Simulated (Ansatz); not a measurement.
C$_{2}$H$_{5}$Al, SMILES `[CH2]1[CH2][AlH]1`. Total charge 0; spin multiplicity 1.

Cartesian coordinates in Å:
```
C 0.7408 -0.3844 0.3231
C -0.1031 0.2724 -0.8462
Al -1.0086 0.1773 0.8275
H 1.6322 0.1714 0.6098
H 0.9895 -1.4336 0.1716
H -0.3389 -0.3987 -1.6706
H 0.3024 1.2066 -1.2316
H -2.2142 0.3890 1.8166
```

Q: List the harmonic frequencies (cm⁻¹, unscaled) at PBE0-D4/def2-TZVP in Ansatz. (An estimate is asked.)

A: The calculation gave: 279, 385, 475, 630, 637, 653, 835, 910, 954, 993, 1187, 1401, 1413, 1969, 3094, 3101, 3154, 3175.

Q: Is this a minimum?

A: Yes, all 18 modes are real.

Q: Give the ideal-gas thermochemistry at 298.15 K and 1 bar (rigid rotor, harmonic oscillator; point group C2v, symmetry number 2).

A: Zero-point energy 151.0 kJ/mol; H(298) − E = 165.3 kJ/mol; entropy 270.6 J/(mol·K), of which translation 159.1, rotation 90.5, vibration 21.1; G(298) − E = 84.6 kJ/mol.

Q: Rotational constants (cm⁻¹)?

A: 0.6862, 0.3108, 0.2329.
